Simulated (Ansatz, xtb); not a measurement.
BFHSi: 3 structures ranked

3 gas-phase structures of BFHSi, found in a search over its isomers (lower ones may exist). Each was relaxed with GFN2-xTB; where two conformers were screened, the lower at r2SCAN-D4/def2-SVP//GFN2-xTB is listed:

A. `[H]/B=[Si]/F`, a doublet
B. a doublet given by its coordinates
C. `[H]/[Si]=B/F`, a doublet

B (Å):

```csv
atom,x (Å),y (Å),z (Å)
B,0.3191,-0.7134,-0.5628
F,-0.9652,-0.8640,-0.1432
Si,1.6754,-0.3290,0.7579
H,0.4628,-0.8398,-1.7330
```

Close contacts (Å): B1–F2 1.36, B1–Si3 1.93, B1–H4 1.19.

Problem. Estimate their order in r2SCAN-D4/def2-SVP//GFN2-xTB energy at these geometries, lowest first.

Solution. Calculated order at r2SCAN-D4/def2-SVP//GFN2-xTB: B (0.0), C (33.0), A (115.8) kJ/mol.

Energies above the lowest of each column, in kJ/mol:

```tsv
structure	GFN2-xTB	HF/STO-3G	r2SCAN-D4/def2-SVP//GFN2-xTB
B	0.0	0.0	0.0
C	75.3	126.4	33.0
A	36.8	317.8	115.8
```

Every level run on B puts it lowest or level with the lowest. No reliable frequencies are at hand for these structures. Open shells are spin-unrestricted, some with notable spin contamination.

Programs: Ansatz 0.2.0, xtb 6.7.1.
